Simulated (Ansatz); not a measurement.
Species: phosphine, PH$_{3}$, charge 0, multiplicity 1. SMILES: P
Coordinates optimised at B3LYP-D3(BJ)/def2-TZVP (Ansatz, a quantum-chemistry and plane-wave program):
```
P
H 1 1.4188
H 1 1.4188 2 93.38
H 1 1.4188 2 93.38 3 93.59
```

Wanted: enthalpy of formation at 298 K, in kcal/mol. Set-up: non-relativistic; no dispersion term unless named; open shells spin-unrestricted; spin-orbit terms left out. First-principles rows: single points at B3LYP-D3(BJ) geometries (Ansatz), with unscaled harmonic terms from B3LYP/6-31G* at its own minima, enthalpies of formation by atomisation with measured atoms.

```json
[
 {"species": "P (PH3)", "coefficient": "+1", "E at HF/STO-3G (Ansatz), Eh": "-338.63378", "E at PBE0/def2-TZVPD (Ansatz), Eh": "-343.01644", "H(298 K) - E, kcal/mol": "17.62"},
 {"species": "H atom", "coefficient": "-3", "E at HF/STO-3G (Ansatz), Eh": "-0.46658", "E at PBE0/def2-TZVPD (Ansatz), Eh": "-0.50104", "H(298 K) - E, kcal/mol": "-"},
 {"species": "P atom", "coefficient": "-1", "E at HF/STO-3G (Ansatz), Eh": "-336.86877", "E at PBE0/def2-TZVPD (Ansatz), Eh": "-341.13519", "H(298 K) - E, kcal/mol": "-"}
]
```

The atoms take no thermal term, since their enthalpies of formation at 0 K are used: the result is the sum of coefficient times E, plus the molecule's thermal term, plus number times (enthalpy of formation minus H(298) - H(0)) over the atoms. Measured values of the atoms (G2/97 table in ASE), kcal/mol:

| atom | number | enthalpy of formation of the gas at 0 K | H(298) - H(0) of the element's standard state |
|---|---|---|---|
| H | 3 | 51.63 | 1.01 |
| P | 1 | 75.42 | 1.28 |

Measured values: G2/97 table in ASE (Curtiss et al.); they hold spin-orbit and core effects, anharmonicity.  Value to compare with, the measured value: 1.3 kcal/mol. 1 Eh = 627.5095 kcal/mol.

Work the quantity out at each level, and compare with the measured value.


- HF/STO-3G: the sum of coefficient times E is -0.36527 Eh, or -229.21 kcal/mol; the thermal terms add 17.62; the atoms' measured terms add 226.00. Result: 14.4 kcal/mol. Its error against the measured value is 13.1 kcal/mol.
- PBE0/def2-TZVPD: the sum of coefficient times E is -0.37813 Eh, or -237.28 kcal/mol; the thermal terms add 17.62; the atoms' measured terms add 226.00. Result: 6.3 kcal/mol. Its error against the measured value is 5.0 kcal/mol.
